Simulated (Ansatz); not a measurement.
A run of Ansatz (development build ahead of 0.2.0) on singlet H2F2 in separate pieces at this shape:

```xyz
4

F     0.7100    0.0000    3.3000
F    -0.7100    0.0000    3.3000
H     0.3700    0.0000    0.0000
H    -0.3700    0.0000    0.0000
```

Its results:

```yaml
Converged: yes
Total_energy: -199.81364 hartree
Spin_squared_of_the_determinant: 0.000
```

(1) Which input gives this output? Name the method, the orbitals and the basis set, and write the input.

Results:

(1) RHF in cc-pVDZ. An unrestricted run that stays on the closed shell gives the same numbers.

```yaml
crystal:
  periodic: [false, false, false]
  atoms:
    - { symbol: F, position_ang: [0.71, 0.0, 3.3] }
    - { symbol: F, position_ang: [-0.71, 0.0, 3.3] }
    - { symbol: H, position_ang: [0.37, 0.0, 0.0] }
    - { symbol: H, position_ang: [-0.37, 0.0, 0.0] }
basis:
  gaussian: { orbitals: cc-pVDZ }
hamiltonian:
  xc: hf
```

Caution: no unrestricted run beside it, a lower state can exist.
